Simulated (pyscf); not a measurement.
H₂S (SMILES S) + [Cl–Ga–Cl]• (SMILES [Cl][Ga][Cl]) -> [HS–Ga–Cl]• (SMILES [SH][Ga][Cl]) + HCl (SMILES Cl) (four-centre exchange; doublet surface; H–S, Cl–Ga broken, Ga–S, Cl–H formed). Single points on ωB97X-D3(BJ)/def2-SVP structures (PySCF, gas phase). Energies in kcal/mol from the separated reactants.

| level | barrier | reaction energy |
|---|---|---|
| PBE/def2-TZVP | 0.9 | +5.1 |
| r²SCAN/def2-TZVP | [?] | +5.7 |
| B3LYP-D3(BJ)/def2-TZVP | [?] | [?] |
| M06-2X/def2-TZVP | 6.2 | +7.0 |
| ωB97M-D3(BJ)/def2-TZVP | 8.0 | +6.4 |
| HF/def2-TZVP | 24.7 | +9.2 |

Fill in the missing entries.


- r²SCAN/def2-TZVP, barrier: 1.3
- B3LYP-D3(BJ)/def2-TZVP, barrier: 5.4
- B3LYP-D3(BJ)/def2-TZVP, reaction energy: +6.0

On the reactant side the descent ends in an adduct with a Ga–S contact, 13.1 kcal/mol under the separated species and 18.5 kcal/mol under the saddle at ωB97X-D3(BJ)/def2-TZVP. On the product side the descent ends in a complex, 5.9 kcal/mol under the separated species and 5.9 kcal/mol under the saddle at ωB97X-D3(BJ)/def2-TZVP. At PBE, r²SCAN, B3LYP-D3(BJ), M06-2X the saddle lies under the separated products, which points to a path from their complex (located at ωB97X-D3(BJ) alone), and parting the products costs more than the saddle. What is counted as formed (Ga–S) is already present as a longer contact in the reactant adduct; forming that adduct is a step of its own. At ωB97X-D3(BJ)/def2-TZVP the barrier from the zero used here is 5.3 kcal/mol. One saddle was located; it need not be the lowest between these sides. Elements up to Kr have no core potential and no relativistic terms here.
